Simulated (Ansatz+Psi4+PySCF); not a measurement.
Results of a calculation; reference values are marked as such.
A run of Psi4 1.11 on doublet B₂N at this shape:

```csv
atom,x (Å),y (Å),z (Å)
B,0.0000,0.0000,-1.4000
N,0.0000,0.0000,0.0000
B,0.0000,0.0000,1.2400
```

Its results:

```json
{
  "Converged": "yes",
  "Reference energy": "-103.74434 hartree",
  "Correlation energy": "-0.31591 hartree",
  "Total energy": "-104.06025 hartree",
  "Spin squared of the determinant": "0.788",
  "Occupied orbitals by symmetry in an Abelian subgroup (alpha; beta)": "7 A1 1 B1 1 B2; 6 A1 1 B1 1 B2"
}
```

Task: Which input gives this output? Name the method, the orbitals and the basis set, and write the input.

Result: UHF-MP2 in cc-pVTZ.

```
molecule {
0 2
B 0.000000 0.000000 -1.400000
N 0.000000 0.000000 0.000000
B 0.000000 0.000000 1.240000
}

set basis cc-pVTZ
set reference uhf
set scf_type pk
set mp2_type conv
set cc_type conv
set num_frozen_docc 3
energy('mp2')
```

Caution: large amplitudes, a single reference is doubtful.
